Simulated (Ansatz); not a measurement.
The first iterations of a band of C3H7F (11 atoms, charge 0, multiplicity 1).

These are results of RKS revPBE/6-31G* in Ansatz 0.2.0, not measurements.

```json
{"movable images": "5", "climbing image": "yes", "spring": "5.0 eV/Å²", "optimiser": "quadratic models (default)", "start path": "through a guess of the saddle point", "force threshold": "0.05 eV/Å", "iteration limit": "10", "end points": "relaxed"}
```

Initial state:

```xyz
11
Properties=species:S:1:pos:R:3
C -0.240 1.063 -0.714
C -0.485 -0.310 -0.083
C 0.635 -0.779 0.850
F -0.616 -1.259 -1.127
H -1.058 1.318 -1.409
H -0.188 1.847 0.062
H 0.709 1.066 -1.277
H -1.450 -0.305 0.463
H 1.599 -0.808 0.312
H 0.420 -1.791 1.231
H 0.738 -0.097 1.712
```

Final state:

```xyz
11
Properties=species:S:1:pos:R:3
C -0.172 0.978 -0.844
C -0.536 -0.221 0.036
C 0.627 -0.756 0.877
F -0.988 -1.267 -0.807
H -1.037 1.280 -1.458
H 0.133 1.839 -0.225
H 0.662 0.722 -1.521
H -1.386 0.043 0.696
H 0.978 0.010 1.591
H 1.473 -1.042 0.229
H 0.311 -1.644 1.449
```

| iteration | highest image above the first end (eV) | largest band force component (eV/Å) |
| --- | --- | --- |
| 1 | 0.929 | 3.427 |
| 2 | 0.198 | 1.049 |

Problem. Does the band converge within its limit, and where does its top end?

Solution. The forces met the threshold. It ended after 5 iterations with the highest image 0.142 eV above the first end. Another band between the same ends (5 images) ends at a top of the same energy, where a vibrational analysis finds 1 clearly imaginary mode.

Run time: 67 s on 1 thread of Arm Neoverse V2, with other jobs on the host, peak memory 0.14 GiB.
